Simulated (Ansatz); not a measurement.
# CH3NaS (SMILES C[S][Na]) at B3LYP/6-31G(d) (Cartesian functions)

What is the energy change on altering one bond length of CH3NaS at B3LYP/6-31G* (Cartesian functions)? 

The results are computed with Ansatz 0.2.0.

22 further runs of the same task are left out: 22 set aside as unsound or not needed.

## (1) The structure to begin with

CH3NaS has 6 atoms, charge 0, and is taken as a singlet. SMILES: `C[S][Na]`. Geometry: relaxed at PBE0-D4/def2-TZVP.

Bond lengths: C1–S2 1.822 Å, S2–Na3 2.478 Å, C1–H4 1.092 Å, C1–H5 1.092 Å, C1–H6 1.092 Å. Angles: C1–S2–Na3 107.5°, S2–C1–H4 108.5°, S2–C1–H5 112.2°, S2–C1–H6 112.2°, H4–C1–H5 107.6°, H4–C1–H6 107.6°, H5–C1–H6 108.6°.

## (2) A single-point energy at B3LYP/6-31G(d) (Cartesian functions)

Input file run.yaml:

```yaml
crystal:
  periodic: [false, false, false]
  atoms:
    - {symbol: C, position_ang: [-0.413100, 0.331700, -0.391900]}
    - {symbol: S, position_ang: [-0.168900, -1.222400, 0.527100]}
    - {symbol: Na, position_ang: [2.035300, -1.083000, 1.651500]}
    - {symbol: H, position_ang: [-1.385700, 0.292700, -0.886900]}
    - {symbol: H, position_ang: [0.344900, 0.476700, -1.165000]}
    - {symbol: H, position_ang: [-0.412500, 1.204300, 0.265200]}
basis:
  gaussian: {orbitals: "6-31G*"}
magnetization: {spin_polarized: false}
hamiltonian: {xc: {name: B3LYP}}
accuracy: high
output: {orbitals: {seedname: orbitals}}
```

Started as:

```console
$ ansatz run run.yaml --threads 1 --pin off --max-ram 2610MiB --events-out events.jsonl --progress --plain --runs-dir runs
```

The program printed:

```text
Warning: RAYON_NUM_THREADS=1 ignored (pool sized by the plan → 1); use --threads N
Functional definition: B3LYP
  name "B3LYP"
  parameter a0 = 0.2
  parameter ax = 0.72
  parameter ac = 0.81
  exchange = (1 - a0 - ax)*slater_x + ax*b88_x + a0*exact_x
  correlation = (1 - ac)*vwn_rpa_c + ac*lyp_c
1233 factors; integrals over basis functions are off by at most 3.4e-9 eV
mean field evaluation 1: about -16333.9411 eV, gradient 3.8e1 eV
mean field evaluation 2: about -16315.6886 eV, gradient 7.4e1 eV
mean field evaluation 4: about -16338.1061 eV, gradient 4.2e0 eV
mean field evaluation 8: about -16338.2392 eV, gradient 2.1e-1 eV
mean field evaluation 16: about -16338.2394 eV, gradient 3.0e-6 eV
mean field -16338.23937833 eV, -600.4192226974 hartree, gradient 2.0e-8 eV, S^2 0.000000; 0 other end points of the search recorded, 0 dependent functions left out
reference -16338.23941585 eV, -600.4192240761 hartree; 18, 18 occupied and 41, 41 virtual orbitals, 1233 factors
Total energy: -16338.23941585 eV, -600.4192240761 hartree
```

Wall time 4.5 s (1 thread of Intel Xeon Platinum 8375C at 2.90GHz (Ice Lake), shared host); peak memory 0.2 GiB.

## (3) The distorted shape, same level

Input file run.yaml:

```yaml
crystal:
  periodic: [false, false, false]
  atoms:
    - {symbol: C, position_ang: [-3.058172, 0.164418, -1.741196]}
    - {symbol: S, position_ang: [-2.813972, -1.389682, -0.822196]}
    - {symbol: Na, position_ang: [2.035300, -1.083000, 1.651500]}
    - {symbol: H, position_ang: [-4.030772, 0.125418, -2.236196]}
    - {symbol: H, position_ang: [-2.300172, 0.309418, -2.514296]}
    - {symbol: H, position_ang: [-3.057572, 1.037018, -1.084096]}
basis:
  gaussian: {orbitals: "6-31G*"}
hamiltonian: {xc: {name: B3LYP}}
accuracy: high
output: {orbitals: {seedname: orbitals}}
```

Started as:

```console
$ ansatz run run.yaml --threads 1 --pin off --max-ram 2610MiB --events-out events.jsonl --progress --plain --runs-dir runs
```

The program printed:

```text
Warning: RAYON_NUM_THREADS=1 ignored (pool sized by the plan → 1); use --threads N
Functional definition: B3LYP
  name "B3LYP"
  parameter a0 = 0.2
  parameter ax = 0.72
  parameter ac = 0.81
  exchange = (1 - a0 - ax)*slater_x + ax*b88_x + a0*exact_x
  correlation = (1 - ac)*vwn_rpa_c + ac*lyp_c
1138 factors; integrals over basis functions are off by at most 5.4e-9 eV
mean field evaluation 1: about -16330.1153 eV, gradient 4.0e1 eV
mean field evaluation 2: about -16150.5569 eV, gradient 1.1e2 eV
mean field evaluation 4: about -16334.0346 eV, gradient 1.4e1 eV
mean field evaluation 8: about -16334.0346 eV, gradient 1.4e1 eV
mean field evaluation 16: about -16335.9971 eV, gradient 1.5e-5 eV
mean field evaluation 32: about -16335.9450 eV, gradient 1.4e0 eV
mean field -16335.99707713 eV, -600.3368196479 hartree, gradient 2.0e-8 eV, S^2 0.000000; 2 other end points of the search recorded, 0 dependent functions left out
reference -16335.99711664 eV, -600.3368211001 hartree; 18, 18 occupied and 41, 41 virtual orbitals, 1138 factors
Total energy: -16335.99711664 eV, -600.3368211001 hartree
```

Wall time 5.1 s (1 thread of Intel Xeon Platinum 8375C at 2.90GHz (Ice Lake), shared host); peak memory 0.19 GiB.

## (4) Outcome

At B3LYP/6-31G* (Cartesian functions):

```
                                                          quantity          value
                                         first shape: total energy  -600.41922 Eh
                                          first shape: HOMO energy       -4.46 eV
                                          first shape: LUMO energy       -1.95 eV
                                        first shape: HOMO–LUMO gap        2.51 eV
                                     distorted shape: total energy  -600.33682 Eh
                                      distorted shape: HOMO energy       -4.10 eV
                                      distorted shape: LUMO energy       -3.40 eV
                                    distorted shape: HOMO–LUMO gap        0.71 eV
energy change with the S2–Na3 bond stretched from 2.478 to 5.452 Å       2.242 eV
```

What this shows: One bond (distorted shape) is far stretched, which a spin-restricted single reference describes badly; a broken-symmetry solution may lie lower. With the S2–Na3 bond stretched from 2.478 to 5.452 Å the energy rises by 2.24 eV (52 kcal/mol). The first shape isn't relaxed at this level, so the change isn't measured from a minimum. A restricted reference can't describe the breaking bond well at this length.
